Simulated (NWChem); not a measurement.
# S, triplet

All runs: NWChem. Spin-unrestricted. The open p shell is one determinant without spherical averaging. No stability test was run on the SCF state. B3LYP is NWChem's, with the RPA form of VWN correlation.

### Question
Predict the results for B3LYP/aug-pcseg-1. Quantities: highest occupied level (eV); lowest empty minus highest occupied level, either spin (eV); <S²>.

### Answer
The highest occupied level (eV) is -7.17. The lowest empty minus highest occupied level, either spin (eV) is 2.20 and the <S²> comes out as 2.00.
